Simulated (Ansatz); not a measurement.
Basis-set extrapolation for FNO$_{2}$, SMILES `O=[N+]([O-])F` (PBE0-D4/def2-TZVP geometry, frozen core, Ansatz 0.2.0). Multiplicity 1, RHF reference.

```tsv
	def2-TZVPP	def2-QZVPP
HF	-303.548552	-303.561974
MP2 correlation	-0.945381	-1.020598
CCSD(T) correlation	-0.969372	-1.041386
```

Energies in hartree. Use E(X) = E(∞) + A·exp(−7.88·√X) for Hartree–Fock and E(X) = E(∞) + B·X^(−2.97) for correlation, with X = 3 and 4.

What is the CCSD(T) energy at the basis-set limit?

HF limit: -303.561974 + (-0.013422) × 0.13774 = -303.56382. Correlation limit: -1.041386 + (-0.072014) × 0.74074 = -1.09473. Total: -304.65855 hartree, 369.2 kJ/mol below CCSD(T)/def2-TZVPP.
